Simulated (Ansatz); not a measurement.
Input for Ansatz (development build ahead of 0.2.0):

```yaml
crystal:
  periodic: [false, false, false]
  atoms:
    - { symbol: S, position_ang: [0.0, 0.0, -0.34162] }
    - { symbol: O, position_ang: [0.0, 1.1504, 0.34162] }
    - { symbol: O, position_ang: [0.0, -1.1504, 0.34162] }
basis:
  gaussian: { orbitals: STO-3G }
hamiltonian:
  xc: hf
```

The input is written out in the form of the current development build from the run's settings.

Results

| Item | Value |
| --- | --- |
| Converged | yes |
| Total energy | -540.50436 hartree |
| Spin squared of the determinant | 0.000 |

Caution: no unrestricted run beside it, a lower state can exist.
